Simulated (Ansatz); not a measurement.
# BCl+ (doublet): from Hartree-Fock to the top rungs, 6-31G

How much of the correlation energy of BCl+ (doublet) does each wave-function method recover here?

Program: Ansatz 0.2.0, Gaussian basis. Level of theory: 6-31G, core rule «outside noble gas», up to 6 orbitals frozen. These are calculated values, not measurements.

The runs, in order: UHF; CCSD(T) on ROHF; CCSD(T) on UHF; BCCD(T) on ROHF; CISD; CCSDT(Q) on ROHF; CCSDT(Q) on UHF; CISDTQ; CCSDTQ on ROHF; CCSDTQ on UHF; CASSCF and MRCISD+Q, 9 electrons in 8 orbitals; CASSCF and NEVPT2, 9 electrons in 8 orbitals; Full CI.

6 further runs of the same task are left out: 2 that didn't finish, 4 set aside as unsound or not needed.

**1. What is computed**

The geometry is a PBE0/def2-TZVP stationary point (not a proven minimum).

2 atoms, charge 1, spin multiplicity 2.

Atoms are counted from 1 here; the program's logs count them from 0.

Bond lengths: B1–Cl2 1.596 Å.

**2. UHF**

Contents of in.yaml:

```yaml
crystal:
  periodic: [false, false, false]
  atoms:
    - {symbol: B, position_ang: [0.000000, 0.000000, 0.000000]}
    - {symbol: Cl, position_ang: [0.000000, 0.000000, 1.596400]}
basis:
  gaussian: {orbitals: 6-31G}
total_charge: 1
magnetization: {spin_polarized: true, initial_magnetization: 1}
hamiltonian: {xc: hf}
output: {orbitals: {seedname: orbitals}}
```

Started as:

```bash
$ ansatz run in.yaml --threads 1 --pin off --events-out ev --progress --plain --max-ram 2393MiB
```

The runs that follow: CCSD(T) on ROHF; CCSD(T) on UHF; BCCD(T) on ROHF; CISD; CCSDT(Q) on ROHF; CCSDT(Q) on UHF; CISDTQ; CCSDTQ on ROHF; CCSDTQ on UHF; CASSCF and MRCISD+Q, 9 electrons in 8 orbitals; CASSCF and NEVPT2, 9 electrons in 8 orbitals; Full CI.

Q: Predict the results of all the runs planned. Wanted: FCI below the RHF energy; RMP2 from FCI; UMP2 from FCI; RCCSD from FCI; RCCSD(T) from FCI; UCCSD(T) from FCI; RCCSDT(Q) from FCI; UCCSDT(Q) from FCI; NEVPT2 valence from FCI.

The runs gave:

| quantity | value |
| --- | --- |
| FCI below the RHF energy | -2.5801 eV |
| RMP2 from FCI | +11.16 kcal/mol |
| UMP2 from FCI | +10.31 kcal/mol |
| RCCSD from FCI | +3.39 kcal/mol |
| RCCSD(T) from FCI | +0.35 kcal/mol |
| UCCSD(T) from FCI | +0.40 kcal/mol |
| RCCSDT(Q) from FCI | +0.06 kcal/mol |
| UCCSDT(Q) from FCI | -0.13 kcal/mol |
| NEVPT2 valence from FCI | +4.76 kcal/mol |
| MRCISD+Q valence from FCI | +0.11 kcal/mol |
| levels within 1 kcal/mol (43 meV) | RCCSD(T), UCCSD(T), BCCD(T), RCCSDT, UCCSDT, CISDTQ, RCCSDT(Q), UCCSDT(Q), RCCSDTQ, UCCSDTQ, MRCISD valence, MRCISD+Q valence |
| T1 diagnostic | 0.036 |
| effectively unpaired electrons | 1.04 |

What this shows: RCCSD(T) misses by +0.35 kcal/mol, 0.6 % of the correlation energy. RCCSDT, UCCSDT, UCCSDT(Q), RCCSDTQ, UCCSDTQ fall below full CI: unrestricted runs freeze a spin-polarised core, another one than full CI's, and coupled cluster isn't variational. One determinant dominates. Of the multireference levels listed MRCISD+Q valence comes nearest in total energy (+0.11 kcal/mol), which doesn't show that its space is the better one. These misses are within one basis, not against nature; the frozen cores of restricted and unrestricted runs differ, which can shift their rows.
